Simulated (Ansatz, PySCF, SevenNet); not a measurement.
Lattice parameter a of zinc-blende AlN (metastable phase) at several levels of theory

No measured value is used here.

| level (code) | value (Å) |
|---|---|
| SevenNet-0 | 4.400 |
| LDA (Ansatz) | 4.342 |
| PBE (Ansatz) | ___ |
| PBE-D3(BJ) (Ansatz) | 4.372 |
| rVV10 (Ansatz) | 4.411 |
| r²SCAN+rVV10 (Ansatz) | 4.365 |
| PBE0 (Ansatz) | 4.365 |
| Hartree–Fock (Ansatz) | ___ |
| MP2 (PySCF) | ___ |
| CCSD (PySCF) | 4.374 ± 0.02 |

### Question
Complete the blanks.

### Answer

- PBE (Ansatz, a first-principles code), value (Å): 4.403
- Hartree–Fock (Ansatz), value (Å): 4.360
- MP2 (PySCF), value (Å): 4.388 ± 0.02

A ± on a computed value is a rough bar: the spread of its extrapolation, a floor set from checks against published values, or a statistical error. Cutoffs and k meshes differ between the levels. Ansatz's density-functional and Hartree–Fock values are scalar-relativistic unless marked +SOC, with PAW data made under PBE.

Machine-learned potentials (SevenNet-0) are trained on DFT data: a solid inside that data is no test of them.
